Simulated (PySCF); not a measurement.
Species: sulfuryl chloride, Cl₂O₂S.
Atom-mapped SMILES: `[O:1]=[S:2](=[O:3])([Cl:4])[Cl:5]`

Computed with core-valence-separated Tamm–Dancoff BHandHLYP/aug-pcX-1 (def2-SVPD on Cl, def2-SVPD on S) in PySCF, non-relativistic, gas phase, PBE0-D3(BJ)/def2-SVP geometry.

Computed oxygen K-edge spectrum, Gaussian lines of 0.5 eV full width, highest printed point 100; it ends one width below the last computed root. Absolute energies from this functional tend to lie a few eV below measured edges; no shift was applied.

photon energy (eV), absorption and a bar:
```
    529.8          3 #
    530.0         23 #######
    530.2         75 ######################
    530.4        100 ##############################
    530.6         55 #################
    530.8         13 ####
    531.0          1 
    531.2          1 
    531.4         14 ####
    531.6         58 #################
    531.8        100 ##############################
    532.0         71 #####################
    532.2         21 ######
    532.4          3 #
    532.6          1 
    532.8         10 ###
    533.0         48 ##############
    533.2         96 #############################
    533.4         78 ########################
    533.6         26 ########
    533.8          4 #
    534.0          0 
    534.2          0 
    534.4          0 
    534.6          0 
    534.8          2 
    535.0         12 ####
    535.2         38 ###########
    535.4         54 ################
    535.6         48 ##############
    535.8         40 ############
    536.0         23 #######
```

Question: Assign the maxima to core holes.

Answer: 4 maxima:
- 530.4 eV: O1/O3 (sulfonyl oxygen), 530.37 eV, f = 0.055, sum of 2, 100 % of the height at the exact maximum
- 531.8 eV: O1/O3 (sulfonyl oxygen), 531.82 eV, f = 0.054, sum of 2, 100 % of the height at the exact maximum
- 533.3 eV: O1/O3 (sulfonyl oxygen), 533.26 eV, f = 0.054, sum of 2, 100 % of the height at the exact maximum
- 535.4 eV: O1/O3 (sulfonyl oxygen), 535.36 eV, f = 0.027, sum of 2, 89 % of the height at the exact maximum

Further lines of some strength in the range: O1/O3, 535.81 eV, f = 0.019, sum of 2.

Roots within 0.03 eV on the same or equivalent atoms count as one line; shares under 12 % aren't listed.

Vibrational structure and lifetime widths aren't in the curve. The ionisation threshold wasn't computed; near and above it a finite basis only mimics Rydberg series and continuum.

Time: 4.2 s wall; peak memory 0.56 GiB. Hardware: one thread, Arm Neoverse V2 (aarch64), no GPU, shared host.
